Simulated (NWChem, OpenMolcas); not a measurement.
# C2HClF2: a line through the functionals

C2HClF2 has 6 atoms, charge 0, and is taken as a singlet. As SMILES, `FC(F)=CCl`. The shape is that of a PBE0-D4/def2-TZVP optimisation.

The HOMO–LUMO gap y, in eV, basis 6-31G(d); a is the functional's share of exact exchange. Programs: NWChem 7.3.0, OpenMolcas 26.06.

```
functional     program     a  y (eV)
    r2SCAN  OpenMolcas     0    5.92
      TPSS  OpenMolcas     0    5.66
     B3LYP  OpenMolcas   0.2       ?
      PBE0      NWChem  0.25    7.80
     BHLYP  OpenMolcas   0.5   10.15
```

Fit y = c + s·a to the known rows and predict B3LYP.


1. Means of the 4 rows: a = 0.1875, y = 7.383.
2. Σ(Δa)² = 0.17188, Σ(Δa·Δy) = 1.4881, so the slope is 1.4881/0.17188 = 8.6578.
3. Intercept: 7.383 − (8.6578) × 0.1875 = 5.760. The largest residual of the fit is 0.16.
4. B3LYP: 5.760 + (8.6578) × 0.2 = 7.49 eV.

The run gave 7.30 eV, so the prediction is off by +0.19 eV, about the scatter of the fit. Exact exchange lowers occupied levels and raises empty ones. The rows mix families of semi-local functionals, which the line can't see.
